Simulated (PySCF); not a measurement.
# Potential energy of CN along the bond

Set-up: PySCF, no relativity, basis sets C def2-TZVPPD, N def2-TZVPPD. Energies in eV from C + N in their ground configurations at the same level. All curves are PBE0. state 1: ²Σ⁺ (doublet), unpaired electrons σ ↑; state 2: ²Π (doublet), unpaired electrons π ↑, a second solution, started from another occupation; state 3: quartet, unpaired electrons σ ↑, π ↑↑, a mixture of terms (⟨Lz²⟩ = 2.0), a second solution, started from another occupation; state 4: ⁶Σ⁺ (sextet), unpaired electrons σ ↑, π ↑↑↑↑, a second solution, started from another occupation.

| R (Å) | state 1 | state 2 | state 3 | state 4 |
| --- | --- | --- | --- | --- |
| 0.999 | -5.622 | -3.111 | 3.470 | 12.4567 |
| 1.046 | -6.785 | -4.710 | 1.396 | 9.3812 |
| 1.092 | -7.442 | -5.761 | -0.109 | 6.9657 |
| 1.127 | -7.679 | -6.268 | -0.939 | 5.5081 |
| 1.162 | -7.745 | -6.585 | -1.566 | 4.2953 |
| 1.197 | -7.674 | -6.747 | -2.023 | 3.2932 |
| 1.243 | -7.417 | -6.774 | -2.418 | 2.2313 |
| 1.301 | -6.909 | -6.582 | -2.653 | 1.2499 |
| 1.371 | -6.129 | -6.127 | -2.666 | 0.4573 |
| 1.464 | -4.959 | -5.305 | -2.406 | -0.1427 |

Put a parabola through the three lowest points of the state 1 curve and estimate Re, k and ωe (reduced mass 6.462 u; 1 eV/Å² = 0.16022 mdyn/Å; ωe = 1302.8·√(k/μ) cm⁻¹).

Through R = 1.127, 1.162, 1.197 Å the second-order coefficient is 55.9 eV/Å², so Re ≈ 1.161 Å, k ≈ 17.9 mdyn/Å and ωe ≈ 2169 cm⁻¹. A polynomial fit of higher order to the unrounded PBE0 energies gives Re = 1.160 Å, k = 18.2 mdyn/Å, ωe = 2184 cm⁻¹; anharmonicity and rounding make the difference.

The higher-order fit for each curve: state 1: Re = 1.160 Å, ωe = 2184 cm⁻¹, De = 7.74 eV; state 2: Re = 1.226 Å, ωe = 1888 cm⁻¹, minimum 6.79 eV below the ground-state fragments; state 3: Re = 1.339 Å, ωe = 1417 cm⁻¹, minimum 2.69 eV below the ground-state fragments; state 4: Re = 1.660 Å, ωe = 661 cm⁻¹, minimum 0.482 eV below the ground-state fragments.

The state was picked by a PBE0 search and need not be the measured ground state.
